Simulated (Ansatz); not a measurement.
Basis-set extrapolation for C$_{4}$H$_{6}$O$_{2}$, SMILES `CC(=O)/C=C\O` (PBE0-D4/def2-TZVP geometry, frozen core, the Gaussian-basis code of Ansatz). Multiplicity 1, RHF reference.

|  | def2-TZVPP | def2-QZVPP |
| --- | --- | --- |
| HF | -304.804387 | -304.818061 |
| MP2 correlation | -1.119743 | -1.199282 |
| CCSD(T) correlation | -1.197061 | not run |

Energies in hartree. Use E(X) = E(∞) + A·exp(−7.88·√X) for Hartree–Fock and E(X) = E(∞) + B·X^(−2.97) for correlation, with X = 3 and 4, and add CCSD(T) minus MP2 of the smaller set to the MP2 limit.

What is the CCSD(T) energy at the basis-set limit?

HF limit: -304.818061 + (-0.013674) × 0.13774 = -304.81994. MP2 limit: -1.199282 + (-0.079539) × 0.74074 = -1.25820. Higher-order term: -1.197061 − (-1.119743) = -0.07732. Total: -306.15546 hartree, 4.19 eV below CCSD(T)/def2-TZVPP.
